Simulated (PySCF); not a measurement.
**CH₄FN, a complex of two parts: interaction energy**

Aim: the interaction energy of `F` with `C=N`.

Computed with PySCF 2.14.0; each step states its level. No surroundings beyond the atoms listed, unless a continuum is named. Atoms count from 0, parts from 1.

### 1 The system as given

7 atoms, charge 0, multiplicity 1; geometry: GFN2-xTB. Parts: 1 = atoms 0–1, `F`, charge 0; 2 = atoms 2–6, `C=N`, charge 0.

### 2 Geometry optimisation at PBE0-D3(BJ)/def2-SVPD

What the job is given:

```
{"job": {"xc": "PBE0", "basis": "def2-SVPD", "d3": "d3bj", "grid": 2, "kind": "geom"}, "charge": 0, "multiplicity": 1, "parts": [{"atoms": "0-1", "charge": 0, "multiplicity": 1}, {"atoms": "2-6", "charge": 0, "multiplicity": 1}]}
F     -0.278998     0.113498     0.453102
H     -1.107844    -0.128905     0.012119
C     -3.576971    -0.212462    -0.167276
N     -2.474547    -0.507224    -0.680380
H     -3.569533     0.317266     0.777380
H     -4.556244    -0.442202    -0.587891
H     -2.492476    -1.004395    -1.568436
```

Launch:

```bash
OMP_NUM_THREADS=1 python cluster_run.py task.json out
```

One launch serves the whole session: the jobs run in the order shown.

What it wrote:

```text
step   0  E = -194.75248554  max force = 0.017765
step   1  E = -194.75340213  max force = 0.000794
step   2  E = -194.75340437  max force = 0.000585
step   3  E = -194.75340981  max force = 0.000277
optimisation converged
```

Wall time 8.4 s (1 thread of Arm Neoverse V2, shared host); peak memory 0.43 GiB.

The steps of the relaxation:

| step | energy from step 0 (eV) | largest force component (eV/Å) |
| --- | --- | --- |
| 0 | 0.0000 | 0.9135 |
| 1 | -0.0249 | 0.0408 |
| 2 | -0.0250 | 0.0301 |
| 3 | -0.0252 | 0.0142 |

Close pairs (by a distance rule), those that changed most:

| bond | before (Å) | after (Å) | change (Å) |
| --- | --- | --- | --- |
| C2–H4 | 1.083 | 1.097 | +0.014 |
| C2–N3 | 1.251 | 1.264 | +0.013 |
| C2–H5 | 1.090 | 1.100 | +0.010 |
| F0–H1 | 0.970 | 0.962 | -0.008 |
| N3–H6 | 1.018 | 1.020 | +0.002 |

The final coordinates are the input of the step that follows.

| at the end point | value |
| --- | --- |
| point group (found at 0.08 Å tolerance) | Cs |
| rotational constants (GHz, main isotopes) | 49.676, 4.630, 4.235 |
| dipole moment (D) | 5.38 |

Contacts at the end point (a selection, picked against the atoms' radii; other short pairs can be missing):

| atoms | distance (Å) | kind (by distance and angle) | angle (°) |
| --- | --- | --- | --- |
| H1···N3 | 1.62 | hydrogen bond | 176 |

Against the parts relaxed at this level the binding energy is -14.85 kcal/mol, without counterpoise.

### 3 Coupled-cluster interaction energy: CCSD(T) and MP2

What the job is given:

```
{"job": {"kind": "intercc", "basis": "aug-cc-pVDZ", "basis_large": "aug-cc-pVTZ"}, "charge": 0, "multiplicity": 1, "parts": [{"atoms": "0-1", "charge": 0, "multiplicity": 1}, {"atoms": "2-6", "charge": 0, "multiplicity": 1}]}
F     -0.283652     0.101355     0.501405
H     -1.074123    -0.142967     0.010653
C     -3.587687    -0.205823    -0.202129
N     -2.475425    -0.509553    -0.721107
H     -3.592937     0.327648     0.756828
H     -4.559658    -0.446783    -0.656871
H     -2.554327    -1.003198    -1.610518
```

With the program's defaults for keys left out, this is: CCSD(T)/aug-cc-pVDZ and MP2/aug-cc-pVTZ counterpoise interaction energy, frozen core, gas phase.

What it wrote:

```text
part 1, own basis, geometry of the cluster
final grid: 16976 points
cycle   1  E = -100.0274178027  dE = -2.054e-01  |g| = 4.080e-01  |ddm| = 1.920e+00
cycle   2  E = -100.0491715616  dE = -2.175e-02  |g| = 2.518e-01  |ddm| = 6.579e-01
cycle   3  E = -100.0568912241  dE = -7.720e-03  |g| = 2.424e-02  |ddm| = 2.297e-01
cycle   4  E = -100.0570338872  dE = -1.427e-04  |g| = 7.331e-03  |ddm| = 3.145e-02
cycle   5  E = -100.0570573667  dE = -2.348e-05  |g| = 1.781e-03  |ddm| = 1.451e-02
cycle   6  E = -100.0570593723  dE = -2.006e-06  |g| = 2.728e-04  |ddm| = 5.127e-03
cycle   7  E = -100.0570594205  dE = -4.816e-08  |g| = 2.219e-05  |ddm| = 8.938e-04
cycle   8  E = -100.0570594207  dE = -2.306e-10  |g| = 2.497e-06  |ddm| = 4.689e-05
converged SCF energy = -100.0570594207

part 2, own basis, geometry of the cluster
final grid: 38320 points
cycle   1  E = -94.0317102667  dE =  1.080e-01  |g| = 3.524e-01  |ddm| = 3.801e+00
cycle   2  E = -94.0597892947  dE = -2.808e-02  |g| = 2.067e-01  |ddm| = 7.576e-01
cycle   3  E = -94.0683221287  dE = -8.533e-03  |g| = 4.392e-02  |ddm| = 2.796e-01
cycle   4  E = -94.0690703153  dE = -7.482e-04  |g| = 1.422e-02  |ddm| = 9.071e-02
cycle   5  E = -94.0691611155  dE = -9.080e-05  |g| = 5.105e-03  |ddm| = 3.044e-02
cycle   6  E = -94.0691808200  dE = -1.970e-05  |g| = 2.324e-03  |ddm| = 1.274e-02
cycle   7  E = -94.0691847234  dE = -3.903e-06  |g| = 5.317e-04  |ddm| = 7.320e-03
cycle   8  E = -94.0691849167  dE = -1.933e-07  |g| = 8.107e-05  |ddm| = 2.093e-03
cycle   9  E = -94.0691849225  dE = -5.777e-09  |g| = 1.625e-05  |ddm| = 3.596e-04
cycle  10  E = -94.0691849227  dE = -1.974e-10  |g| = 2.283e-06  |ddm| = 5.964e-05
converged SCF energy = -94.0691849227

part 1, own basis, relaxed alone
final grid: 16976 points
cycle   1  E = -100.0335187991  dE = -1.661e-01  |g| = 4.000e-01  |ddm| = 1.982e+00
cycle   2  E = -100.0541521806  dE = -2.063e-02  |g| = 2.352e-01  |ddm| = 6.587e-01
cycle   3  E = -100.0607876749  dE = -6.635e-03  |g| = 2.344e-02  |ddm| = 2.188e-01
cycle   4  E = -100.0609003498  dE = -1.127e-04  |g| = 6.203e-03  |ddm| = 2.903e-02
cycle   5  E = -100.0609157623  dE = -1.541e-05  |g| = 1.498e-03  |ddm| = 1.186e-02
cycle   6  E = -100.0609170799  dE = -1.318e-06  |g| = 2.369e-04  |ddm| = 4.197e-03
cycle   7  E = -100.0609171160  dE = -3.611e-08  |g| = 2.123e-05  |ddm| = 8.255e-04
cycle   8  E = -100.0609171162  dE = -2.212e-10  |g| = 2.366e-06  |ddm| = 4.897e-05
converged SCF energy = -100.0609171162

part 2, own basis, relaxed alone
final grid: 38320 points
cycle   1  E = -94.0317773008  dE =  1.047e-01  |g| = 3.522e-01  |ddm| = 3.790e+00
cycle   2  E = -94.0598562340  dE = -2.808e-02  |g| = 2.062e-01  |ddm| = 7.556e-01
cycle   3  E = -94.0683581157  dE = -8.502e-03  |g| = 4.397e-02  |ddm| = 2.798e-01
cycle   4  E = -94.0691057964  dE = -7.477e-04  |g| = 1.435e-02  |ddm| = 9.077e-02
cycle   5  E = -94.0691978048  dE = -9.201e-05  |g| = 5.110e-03  |ddm| = 3.066e-02
cycle   6  E = -94.0692176707  dE = -1.987e-05  |g| = 2.329e-03  |ddm| = 1.280e-02
cycle   7  E = -94.0692215841  dE = -3.913e-06  |g| = 5.361e-04  |ddm| = 7.344e-03
cycle   8  E = -94.0692217794  dE = -1.953e-07  |g| = 8.138e-05  |ddm| = 2.106e-03
cycle   9  E = -94.0692217852  dE = -5.787e-09  |g| = 1.633e-05  |ddm| = 3.550e-04
cycle  10  E = -94.0692217854  dE = -1.986e-10  |g| = 2.287e-06  |ddm| = 5.937e-05
converged SCF energy = -94.0692217854

cluster
final grid: 5720 points
cycle   1  E = -194.1416000856  dE = -1.842e-02  |g| = 6.448e-02  |ddm| = 9.382e-01
cycle   2  E = -194.1433993358  dE = -1.799e-03  |g| = 2.829e-02  |ddm| = 1.521e-01
cycle   3  E = -194.1437094937  dE = -3.102e-04  |g| = 1.699e-02  |ddm| = 5.566e-02
cycle   4  E = -194.1438120140  dE = -1.025e-04  |g| = 2.859e-03  |ddm| = 3.454e-02
cycle   5  E = -194.1438180988  dE = -6.085e-06  |g| = 9.625e-04  |ddm| = 9.078e-03
cycle   6  E = -194.1438186491  dE = -5.503e-07  |g| = 4.019e-04  |ddm| = 2.616e-03
cycle   7  E = -194.1438187328  dE = -8.365e-08  |g| = 1.630e-04  |ddm| = 9.468e-04
cycle   8  E = -194.1438187496  dE = -1.680e-08  |g| = 4.143e-05  |ddm| = 4.679e-04
cycle   9  E = -194.1438187507  dE = -1.110e-09  |g| = 9.817e-06  |ddm| = 1.502e-04
cycle  10  E = -194.1438187507  dE = -4.559e-11  |g| = 2.780e-06  |ddm| = 2.838e-05
converged SCF energy = -194.1438187507

part 1 in the basis of the cluster
final grid: 5720 points
cycle   1  E = -100.0571598363  dE = -1.014e-04  |g| = 2.177e-03  |ddm| = 5.154e-01
cycle   2  E = -100.0571613438  dE = -1.507e-06  |g| = 2.992e-04  |ddm| = 5.747e-02
cycle   3  E = -100.0571613785  dE = -3.471e-08  |g| = 3.057e-05  |ddm| = 8.390e-03
cycle   4  E = -100.0571613788  dE = -2.834e-10  |g| = 1.618e-05  |ddm| = 2.805e-04
converged SCF energy = -100.0571613788

part 2 in the basis of the cluster
final grid: 5720 points
cycle   1  E = -94.0692597268  dE = -7.375e-05  |g| = 1.691e-03  |ddm| = 4.832e-01
cycle   2  E = -94.0692604166  dE = -6.899e-07  |g| = 1.888e-04  |ddm| = 4.798e-02
cycle   3  E = -94.0692604289  dE = -1.225e-08  |g| = 2.433e-05  |ddm| = 6.350e-03
cycle   4  E = -94.0692604291  dE = -1.809e-10  |g| = 1.364e-05  |ddm| = 2.664e-04
converged SCF energy = -94.0692604291

Interaction energy (kcal/mol)
  counterpoise      -12.746
  uncorrected       -13.526
  dispersion part     0.000
  deformation         1.174
  binding           -11.573

Decomposition of the uncorrected value (kcal/mol)
  electrostatic     -23.416
  Pauli              25.336
  orbital           -12.948
  dispersion          0.000
  correlation        -2.498

Charge of each part in the cluster: -0.050 0.050
part 1 in the basis of the cluster: E(HF) = -100.029822535  E2 = -0.225546382  E(CCSD corr) = -0.228994316  (T) = -0.004469609
part 2 in the basis of the cluster: E(HF) = -94.047337351  E2 = -0.315766059  E(CCSD corr) = -0.337648008  (T) = -0.012426549
cluster: E(HF) = -194.094364491  E2 = -0.543104518  E(CCSD corr) = -0.567257791  (T) = -0.017338608

Counterpoise interaction energy (kcal/mol)
  hf_small                 -10.796
  mp2_small                -11.921
  ccsd_small               -11.182
  ccsdt_small              -11.460
  hf_large                 -10.917
  mp2_large                -12.746
  scs_mp2_large            -11.768
  mp2_limit                -13.043
  ccsdt_less_mp2             0.461
  ccsdt_limit_estimate     -12.582
  bsse_mp2_large             0.780
```

It took 89 s on 1 thread of Arm Neoverse V2, shared host; peak memory 0.93 GiB.

Contacts at this geometry (a selection, picked against the atoms' radii; other short pairs can be missing):

| atoms | distance (Å) | kind (by distance and angle) | angle (°) |
| --- | --- | --- | --- |
| H1···N3 | 1.62 | hydrogen bond | 176 |

Differences are taken before rounding.

| method | interaction energy (kcal/mol) | from CCSD(T), limit estimate (kcal/mol) |
| --- | --- | --- |
| HF/aug-cc-pVDZ | -10.80 | +1.79 |
| MP2/aug-cc-pVDZ | -11.92 | +0.66 |
| CCSD/aug-cc-pVDZ | -11.18 | +1.40 |
| CCSD(T)/aug-cc-pVDZ | -11.46 | +1.12 |
| HF/aug-cc-pVTZ | -10.92 | +1.67 |
| MP2/aug-cc-pVTZ | -12.75 | -0.16 |
| SCS-MP2/aug-cc-pVTZ | -11.77 | +0.81 |
| MP2, extrapolated | -13.04 | -0.46 |
| CCSD(T), limit estimate | -12.58 | 0 |

These energies keep the parts at their geometry in the cluster; deforming them to it costs 1.17 kcal/mol (MP2).

### 4 Results

| quantity | value |
| --- | --- |
| point group | Cs |
| rotational constants (main isotopes) | 49.68, 4.63, 4.24 GHz |
| interaction energy, CCSD(T) limit estimate | -12.58 kcal/mol |
| MP2/aug-cc-pVTZ | -12.75 kcal/mol |
| T1 diagnostic | 0.0133 |

In words: Over 3 steps the energy fell by 0.025 eV; of the close pairs, C2–H4 changed most, 1.083 to 1.097 Å. No frequency check was run at this level, so the end point may be a saddle. The interaction energy leaves out the deformation of the parts, 1.17 kcal/mol (MP2); added to the CCSD(T) estimate it gives a binding of about -11.41 kcal/mol. The estimate adds CCSD(T) less MP2 in the small basis (+0.46 kcal/mol) to extrapolated MP2. Hartree-Fock gives -10.92 against -12.58 kcal/mol.
